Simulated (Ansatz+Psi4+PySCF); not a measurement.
doublet LiF(+): levels of theory in one basis

```xyz
2

Li    0.0000    0.0000   -1.4100
F     0.0000    0.0000    0.4700
```

Basis set: cc-pCVTZ on Li; cc-pVTZ on F (spherical functions). Frozen core: 1 orbital. Correlation on ROHF uses semicanonical orbitals with singles. Charge 1, multiplicity 2.

Computed with Ansatz (development build ahead of 0.2.0) and Psi4 1.11; each method stands on the lowest determinant of its kind that the runs found.

```
      method  E − E(ROHF) (eV)  <S²> of the determinant
        ROHF              0.00                     0.75
         UHF             -0.13                     0.75
    ROHF-MP2             -6.61                        –
     UHF-MP2             -6.60                     0.75
   ROHF-CCSD             -7.02                        –
    UHF-CCSD             -7.02                     0.75
ROHF-CCSD(T)             -7.13                        –
 UHF-CCSD(T)             -7.13                     0.75
```
